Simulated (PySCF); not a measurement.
Bond stretch in NH, triplet. Each curve is given relative to its own lowest point near equilibrium.

```tsv
R / Å	A	B	C	D
0.83	36.0	31.1	34.5	35.6
0.89	16.7	13.2	15.8	16.5
0.94	7.3	4.9	6.7	7.1
0.99	2.1	0.9	1.8	2.0
1.01	1.0	0.2	0.8	0.9
1.04	0.1	0.0	0.0	0.0
1.07	0.0	0.6	0.0	0.0
1.10	0.6	1.9	0.8	0.6
1.14	2.2	4.5	2.5	2.3
1.20	5.9	9.7	6.5	6.1
1.29	13.3	19.0	14.4	13.7
1.42	25.2	31.8	27.8	25.9
1.55	36.7	40.1	41.6	37.7
1.72	49.0	45.3	58.7	50.7
1.86	56.5	47.0	71.6	58.6
2.09	64.0	47.8	89.8	66.3
2.31	67.5	47.9	103.9	69.4
2.53	69.1	47.8	115.2	70.5
2.78	69.9	47.7	125.1	71.0
3.15	70.3	47.7	135.4	71.2
3.61	70.5	47.7	143.1	71.3
4.21	70.6	47.7	147.9	71.3
```

Energies in kcal/mol.

**Question.** Match the curves with the methods SC-NEVPT2 on CASSCF(6,5)/cc-pVDZ, all electrons correlated (PySCF 2.14.0); restricted open-shell r2SCAN/cc-pVDZ in PySCF; CCSD(T) on UHF/cc-pVDZ, 1 core orbital frozen in PySCF 2.14.0; UHF/cc-pVDZ (PySCF).

**Answer.** A is NEVPT2; B is UHF; C is ROKS-r2SCAN; D is UCCSD(T).

The unrestricted determinant behind UHF, UCCSD(T) is spin-contaminated at 1.42 to 4.21 Å (<S²> up to 3.0, against 2.00 for a pure triplet).
